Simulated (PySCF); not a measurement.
Compound: C4H4O.
InChI=1S/C4H4O/c5-3-4-1-2-4/h1,3H,2H2

The calculation used TDDFT PBE0/def2-SVPD, vertical, gas phase, core orbitals frozen in the response (PySCF). Geometry: GFN2-xTB, one conformer, isolated molecule. Torsions of this conformer, `[O:1]=[CH:2][C:3]1=[CH:4][CH2:5]1`: O1–C2–C3–C4 1°.

```tsv
state	E (eV)	E (hartree)	f	|μ| (D)	symmetry	main configurations (H = HOMO, L = LUMO)
S1	3.29	0.1211	0.0004	0.18	–	H→L (98%)
S2	4.81	0.1769	0.177	3.11	A′	H-1→L (97%)
S3	5.28	0.1939	0.0004	0.15	–	H-2→L (98%)
S4	6.13	0.2253	0.0007	0.17	–	H-3→L (97%)
S5	7.45	0.2738	0.0001	0.07	–	H-1→L+1 (98%)
S6	7.49	0.2752	0.018	0.79	A′	H→L+1 (87%), H→L+4 (8%)
```

Triplets (Tamm–Dancoff): T1 2.74 eV, H→L (96%); T2 2.79 eV, H-1→L (95%).

The lowest singlet comes at 376 nm (318 kJ/mol) in the ultraviolet; it is dark (f under 0.0005); its leading configuration is HOMO→LUMO (98%). The most intense listed level is S2 at 4.81 eV (258 nm, f = 0.177), 1.52 eV above S1. Löwdin shares by element: HOMO oxygen 60%, carbon 23% or more, hydrogen 8% or more; LUMO carbon 67% or more, oxygen 23%. The oscillator strengths of these states sum to 0.196; summed over the whole spectrum of an exact calculation they would give the number of electrons, 36 (Thomas–Reiche–Kuhn). The listed states span 4.19 eV, and the widest gap between neighbours is 1.52 eV (S1 to S2). Weighted by f, the mean energy of these states is 5.06 eV. No computed singlet lies in the visible range (380 to 750 nm); the lowest, at 376 nm, stands 0.03 eV above its violet end (3.26 eV); a Tamm–Dancoff triplet lies at 452 nm, without intensity as long as spin–orbit coupling is left out. Symmetry labels in Cs follow from the direction of the transition dipole and are given only for states with f of 0.002 or more. Only the lowest 6 singlets were computed, as vertical energies without vibronic structure.
